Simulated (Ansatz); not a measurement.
`CSC1(F)CO1`, relaxed with RKS PBE-D4/def2-SVP in Ansatz 0.2.0 from a rough embedded geometry. The force threshold is 0.03 eV/Å; the program also tests the step.

Charge 0, multiplicity 1.

Start:

```xyz
11

C     1.837    0.854    0.204
S     1.036   -0.630   -0.346
C    -0.590   -0.383    0.235
F    -0.764   -0.295    1.511
C    -1.766   -0.950   -0.542
O    -1.415    0.460   -0.617
H     2.852    0.895   -0.066
H     1.700    0.950    1.292
H     1.319    1.799   -0.243
H    -1.579   -1.523   -1.446
H    -2.629   -1.177    0.018
```

Question: By how much does the energy fall, and how many steps does the optimiser take? (Estimate.)

Answer: Computed: 0.50 eV, in 5 steps.

Question: Which bonds change most? (Best estimate.)

Answer: Computed: C3–F4 from 1.291 to 1.370 Å; C3–O6 from 1.455 to 1.392 Å; C1–H9 from 1.166 to 1.107 Å; C1–H7 from 1.052 to 1.106 Å.

Question: Give the relaxed structure. (Estimate.)

Answer: Ansatz gave: 
```xyz
11

C     1.791    0.897    0.208
S     1.089   -0.705   -0.314
C    -0.606   -0.417    0.209
F    -0.729   -0.281    1.566
C    -1.746   -0.939   -0.554
O    -1.405    0.472   -0.505
H     2.868    0.867   -0.045
H     1.674    1.034    1.299
H     1.310    1.731   -0.340
H    -1.589   -1.437   -1.529
H    -2.658   -1.221    0.005
```
